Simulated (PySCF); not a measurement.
C6H6, SMILES c1ccccc1 (connectivity only; charge and spin as stated), charge +1, multiplicity 2.

Geometry: r2SCAN-D4/def2-SVP. The spin state was assumed, not searched.

Two levels are set side by side: PBE/def2-TZVP (PySCF) and ωB97X/def2-TZVP (PySCF). Same geometry, gas phase. Differences are taken from unrounded values.

```json
[
 {"quantity": "α-spin orbital gap (eV)", "ωB97X": "10.57", "PBE": "4.51", "PBE minus ωB97X": "-6.05"},
 {"quantity": "β-spin orbital gap (eV)", "ωB97X": "6.92", "PBE": "0.50", "PBE minus ωB97X": "-6.41"},
 {"quantity": "mean polarisability (bohr³)", "ωB97X": "60.2", "PBE": "60.0", "PBE minus ωB97X": "-0.2"}
]
```

Rough cost on one machine, each run with all the roots and properties that it gave: ωB97X against PBE within a factor of 2.
